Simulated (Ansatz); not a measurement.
## Ansatz (development build ahead of 0.2.0) run

```yaml
crystal:
  periodic: [false, false, false]
  atoms:
    - { symbol: B, position_ang: [0.03199, 0.03074, 0.10047] }
    - { symbol: H, position_ang: [1.1998, 0.08062, 0.03237] }
    - { symbol: H, position_ang: [-0.6147, 0.97342, -0.10618] }
    - { symbol: H, position_ang: [-0.68066, -0.95705, 0.02079] }
basis:
  gaussian: { orbitals: STO-3G }
hamiltonian:
  xc: hf
correlation:
  method: mp2
  frozen_orbitals: { B: 1, H: 0 }
```

The input is written out in the form of the current development build from the run's settings.

The run gave:

```
Converged                       : yes
Reference energy                : -26.06122 hartree
Correlation energy              : -0.03623 hartree
Total energy                    : -26.09745 hartree
Spin squared of the determinant : 0.000
```
